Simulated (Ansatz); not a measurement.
# Molecular dynamics of H5NOSi

The input (input.yaml):

```yaml
crystal:
  periodic: [false, false, false]
  atoms:
    - { symbol: Si, position_ang: [-0.002883, -0.061876, 0.024098] }
    - { symbol: "N", position_ang: [0.068852, -0.146664, 1.752396] }
    - { symbol: H, position_ang: [-0.771174, -0.429857, 2.269822] }
    - { symbol: H, position_ang: [0.568756, 0.592607, 2.261022] }
    - { symbol: H, position_ang: [1.404216, 0.00377, -0.496654] }
    - { symbol: O, position_ang: [-0.704489, 1.304877, -0.677325] }
    - { symbol: H, position_ang: [-1.670029, 1.372912, -0.545253] }
    - { symbol: H, position_ang: [-0.744548, -1.31617, -0.381705] }
basis:
  gaussian: { orbitals: cc-pVDZ }
hamiltonian:
  xc: lda
md:
  timestep: 0.5
  n_steps: 100
  ensemble: nvt_nose_hoover
  temperature: 500.0
  initial_velocities: maxwell_boltzmann
  seed: 489656
```

Command:

```bash
$ ansatz run input.yaml --threads 1 --pin off --max-ram 2048MiB --backend cpu --events-out ev --progress --plain --runs-dir out
```

It starts from a relaxed structure.

Output, in part (one step line in 2, the closing report, with atoms numbered from 0):

```
md step     0: t =     0.00 fs  T =   500.0 K  F+E_penalty+E_count = -11438.01919739 eV  E_kin = 0.387780 eV  conserved = -11437.63141739 eV  (24 SCF iters)
md step     2: t =     1.00 fs  T =   464.3 K  F+E_penalty+E_count = -11437.99099332 eV  E_kin = 0.360097 eV  conserved = -11437.63089650 eV  (28 SCF iters)
md step     4: t =     2.00 fs  T =   394.0 K  F+E_penalty+E_count = -11437.93561382 eV  E_kin = 0.305595 eV  conserved = -11437.63002477 eV  (28 SCF iters)
md step     6: t =     3.00 fs  T =   349.3 K  F+E_penalty+E_count = -11437.90097516 eV  E_kin = 0.270893 eV  conserved = -11437.63010445 eV  (27 SCF iters)
md step     8: t =     4.00 fs  T =   327.8 K  F+E_penalty+E_count = -11437.88483845 eV  E_kin = 0.254217 eV  conserved = -11437.63067433 eV  (27 SCF iters)
md step    10: t =     5.00 fs  T =   292.0 K  F+E_penalty+E_count = -11437.85700280 eV  E_kin = 0.226498 eV  conserved = -11437.63060310 eV  (28 SCF iters)
md step    12: t =     6.00 fs  T =   244.7 K  F+E_penalty+E_count = -11437.81970660 eV  E_kin = 0.189742 eV  conserved = -11437.63011950 eV  (28 SCF iters)
md step    14: t =     7.00 fs  T =   218.6 K  F+E_penalty+E_count = -11437.79929476 eV  E_kin = 0.169537 eV  conserved = -11437.62997791 eV  (28 SCF iters)
md step    16: t =     8.00 fs  T =   223.8 K  F+E_penalty+E_count = -11437.80365909 eV  E_kin = 0.173566 eV  conserved = -11437.63039589 eV  (28 SCF iters)
md step    18: t =     9.00 fs  T =   229.5 K  F+E_penalty+E_count = -11437.80849142 eV  E_kin = 0.177968 eV  conserved = -11437.63093226 eV  (28 SCF iters)
md step    20: t =    10.00 fs  T =   198.6 K  F+E_penalty+E_count = -11437.78432829 eV  E_kin = 0.154025 eV  conserved = -11437.63082984 eV  (28 SCF iters)
md step    22: t =    11.00 fs  T =   142.9 K  F+E_penalty+E_count = -11437.74015240 eV  E_kin = 0.110832 eV  conserved = -11437.62995587 eV  (28 SCF iters)
md step    24: t =    12.00 fs  T =   125.2 K  F+E_penalty+E_count = -11437.72592553 eV  E_kin = 0.097115 eV  conserved = -11437.62954338 eV  (28 SCF iters)
md step    26: t =    13.00 fs  T =   173.8 K  F+E_penalty+E_count = -11437.76419225 eV  E_kin = 0.134765 eV  conserved = -11437.63028795 eV  (28 SCF iters)
md step    28: t =    14.00 fs  T =   237.9 K  F+E_penalty+E_count = -11437.81443010 eV  E_kin = 0.184520 eV  conserved = -11437.63097209 eV  (28 SCF iters)
md step    30: t =    15.00 fs  T =   266.4 K  F+E_penalty+E_count = -11437.83608865 eV  E_kin = 0.206597 eV  conserved = -11437.63082187 eV  (28 SCF iters)
md step    32: t =    16.00 fs  T =   265.3 K  F+E_penalty+E_count = -11437.83444850 eV  E_kin = 0.205725 eV  conserved = -11437.63035463 eV  (28 SCF iters)
md step    34: t =    17.00 fs  T =   266.9 K  F+E_penalty+E_count = -11437.83525154 eV  E_kin = 0.207011 eV  conserved = -11437.63019096 eV  (28 SCF iters)
md step    36: t =    18.00 fs  T =   282.9 K  F+E_penalty+E_count = -11437.84760515 eV  E_kin = 0.219441 eV  conserved = -11437.63046495 eV  (26 SCF iters)
md step    38: t =    19.00 fs  T =   293.4 K  F+E_penalty+E_count = -11437.85561024 eV  E_kin = 0.227519 eV  conserved = -11437.63078194 eV  (28 SCF iters)
md step    40: t =    20.00 fs  T =   278.2 K  F+E_penalty+E_count = -11437.84316140 eV  E_kin = 0.215751 eV  conserved = -11437.63050702 eV  (27 SCF iters)
md step    42: t =    21.00 fs  T =   259.4 K  F+E_penalty+E_count = -11437.82763758 eV  E_kin = 0.201202 eV  conserved = -11437.62992963 eV  (27 SCF iters)
md step    44: t =    22.00 fs  T =   275.4 K  F+E_penalty+E_count = -11437.83989421 eV  E_kin = 0.213588 eV  conserved = -11437.63021420 eV  (28 SCF iters)
md step    46: t =    23.00 fs  T =   306.5 K  F+E_penalty+E_count = -11437.86435881 eV  E_kin = 0.237719 eV  conserved = -11437.63102489 eV  (28 SCF iters)
md step    48: t =    24.00 fs  T =   296.5 K  F+E_penalty+E_count = -11437.85619073 eV  E_kin = 0.229948 eV  conserved = -11437.63114696 eV  (28 SCF iters)
md step    50: t =    25.00 fs  T =   234.1 K  F+E_penalty+E_count = -11437.80675797 eV  E_kin = 0.181566 eV  conserved = -11437.63056830 eV  (28 SCF iters)
md step    52: t =    26.00 fs  T =   160.9 K  F+E_penalty+E_count = -11437.74903880 eV  E_kin = 0.124806 eV  conserved = -11437.62997348 eV  (28 SCF iters)
md step    54: t =    27.00 fs  T =   121.9 K  F+E_penalty+E_count = -11437.71838727 eV  E_kin = 0.094525 eV  conserved = -11437.62987445 eV  (28 SCF iters)
md step    56: t =    28.00 fs  T =   124.5 K  F+E_penalty+E_count = -11437.72058117 eV  E_kin = 0.096526 eV  conserved = -11437.63032023 eV  (28 SCF iters)
md step    58: t =    29.00 fs  T =   137.7 K  F+E_penalty+E_count = -11437.73089673 eV  E_kin = 0.106796 eV  conserved = -11437.63065622 eV  (28 SCF iters)
md step    60: t =    30.00 fs  T =   140.4 K  F+E_penalty+E_count = -11437.73233420 eV  E_kin = 0.108921 eV  conserved = -11437.63029376 eV  (28 SCF iters)
md step    62: t =    31.00 fs  T =   156.0 K  F+E_penalty+E_count = -11437.74377306 eV  E_kin = 0.120962 eV  conserved = -11437.63004873 eV  (28 SCF iters)
md step    64: t =    32.00 fs  T =   197.8 K  F+E_penalty+E_count = -11437.77633055 eV  E_kin = 0.153422 eV  conserved = -11437.63059639 eV  (28 SCF iters)
md step    66: t =    33.00 fs  T =   228.8 K  F+E_penalty+E_count = -11437.80015427 eV  E_kin = 0.177483 eV  conserved = -11437.63093230 eV  (28 SCF iters)
md step    68: t =    34.00 fs  T =   224.1 K  F+E_penalty+E_count = -11437.79543275 eV  E_kin = 0.173831 eV  conserved = -11437.63049118 eV  (27 SCF iters)
md step    70: t =    35.00 fs  T =   213.2 K  F+E_penalty+E_count = -11437.78576105 eV  E_kin = 0.165378 eV  conserved = -11437.62989073 eV  (27 SCF iters)
md step    72: t =    36.00 fs  T =   240.2 K  F+E_penalty+E_count = -11437.80589043 eV  E_kin = 0.186261 eV  conserved = -11437.62979463 eV  (28 SCF iters)
md step    74: t =    37.00 fs  T =   311.7 K  F+E_penalty+E_count = -11437.86112348 eV  E_kin = 0.241763 eV  conserved = -11437.63035681 eV  (26 SCF iters)
md step    76: t =    38.00 fs  T =   385.6 K  F+E_penalty+E_count = -11437.91805425 eV  E_kin = 0.299081 eV  conserved = -11437.63105595 eV  (28 SCF iters)
md step    78: t =    39.00 fs  T =   412.1 K  F+E_penalty+E_count = -11437.93728413 eV  E_kin = 0.319624 eV  conserved = -11437.63100862 eV  (28 SCF iters)
md step    80: t =    40.00 fs  T =   395.0 K  F+E_penalty+E_count = -11437.92202382 eV  E_kin = 0.306311 eV  conserved = -11437.63034966 eV  (27 SCF iters)
md step    82: t =    41.00 fs  T =   378.1 K  F+E_penalty+E_count = -11437.90765442 eV  E_kin = 0.293235 eV  conserved = -11437.63030026 eV  (28 SCF iters)
md step    84: t =    42.00 fs  T =   366.9 K  F+E_penalty+E_count = -11437.89822227 eV  E_kin = 0.284569 eV  conserved = -11437.63075560 eV  (27 SCF iters)
md step    86: t =    43.00 fs  T =   332.1 K  F+E_penalty+E_count = -11437.86995915 eV  E_kin = 0.257547 eV  conserved = -11437.63068398 eV  (27 SCF iters)
md step    88: t =    44.00 fs  T =   276.4 K  F+E_penalty+E_count = -11437.82519539 eV  E_kin = 0.214335 eV  conserved = -11437.63016451 eV  (27 SCF iters)
md step    90: t =    45.00 fs  T =   235.6 K  F+E_penalty+E_count = -11437.79238600 eV  E_kin = 0.182700 eV  conserved = -11437.62987094 eV  (28 SCF iters)
md step    92: t =    46.00 fs  T =   230.9 K  F+E_penalty+E_count = -11437.78819152 eV  E_kin = 0.179063 eV  conserved = -11437.63013725 eV  (28 SCF iters)
md step    94: t =    47.00 fs  T =   241.6 K  F+E_penalty+E_count = -11437.79622782 eV  E_kin = 0.187360 eV  conserved = -11437.63074237 eV  (28 SCF iters)
md step    96: t =    48.00 fs  T =   223.3 K  F+E_penalty+E_count = -11437.78139294 eV  E_kin = 0.173202 eV  conserved = -11437.63094878 eV  (28 SCF iters)
md step    98: t =    49.00 fs  T =   163.7 K  F+E_penalty+E_count = -11437.73370458 eV  E_kin = 0.126949 eV  conserved = -11437.63026411 eV  (28 SCF iters)
md step   100: t =    50.00 fs  T =   112.6 K  F+E_penalty+E_count = -11437.69283016 eV  E_kin = 0.087340 eV  conserved = -11437.62953608 eV  (26 SCF iters)
Total energy: -11437.69286207 eV, -420.3274599344 hartree
Atom 0 at     0.010965    -0.050528    -0.002979 Å, force     0.829223    -1.816166     0.718112 eV/Å
Atom 1 at     0.079069    -0.155835     1.774004 Å, force    -0.539193    -0.691871    -2.211343 eV/Å
Atom 2 at    -0.841957     0.074078     2.110835 Å, force    -0.964159     0.171707     0.750819 eV/Å
Atom 3 at     0.739451     0.435542     2.232189 Å, force     1.020998     0.866161     0.566215 eV/Å
Atom 4 at     1.519207    -0.373158    -0.346588 Å, force    -0.893774     0.658384    -0.133801 eV/Å
Atom 5 at    -0.764387     1.293905    -0.589464 Å, force    -0.078894     0.962191    -0.197695 eV/Å
Atom 6 at    -1.400422     1.329713    -1.338789 Å, force     0.457851    -0.399089     0.357348 eV/Å
Atom 7 at    -0.806157    -1.257507    -0.490782 Å, force     0.167948     0.248684     0.150346 eV/Å
Dipole moment:    -0.242757     0.246083    -0.052932 e Å
```

All steps were run. The conserved energy stayed within 0.24 meV per atom of its start (net change 0.24 meV per atom), so the integration is sound. The mean temperature of the second half is 52 % below the set value. A run of 0.05 ps of so small a system gives no equilibrium averages.

The same pairs are bonded in the first frame and the last. Pairs count as bonded within 1.25 times the sum of covalent radii (0.12 Å more for H–H).

Last frame:

```xyz
8
Properties=species:S:1:pos:R:3
Si 0.011 -0.051 -0.003
N 0.079 -0.156 1.774
H -0.842 0.074 2.111
H 0.740 0.435 2.232
H 1.519 -0.373 -0.347
O -0.764 1.294 -0.590
H -1.400 1.330 -1.339
H -0.806 -1.258 -0.491
```

Run time: 100 s on 1 thread of Arm Neoverse V2 (shared host), peak memory 0.12 GiB.
